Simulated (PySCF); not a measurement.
tetrafluoromethane (CF4), SMILES FC(F)(F)F. Coordinates come from a B3LYP-D3(BJ)/def2-SVP optimisation.

Computed equilibrium geometry at B3LYP-D3(BJ)/def2-SVP (PySCF confirms it by a frequency run) as Cartesian coordinates in Å, and its point group:
point group Td.
```xyz
5

F      0.7639    -0.7639     0.7639
C      0.0000     0.0000     0.0000
F     -0.7639    -0.7639    -0.7639
F     -0.7639     0.7639     0.7639
F      0.7639     0.7639    -0.7639
```
Charge 0, spin multiplicity 1.
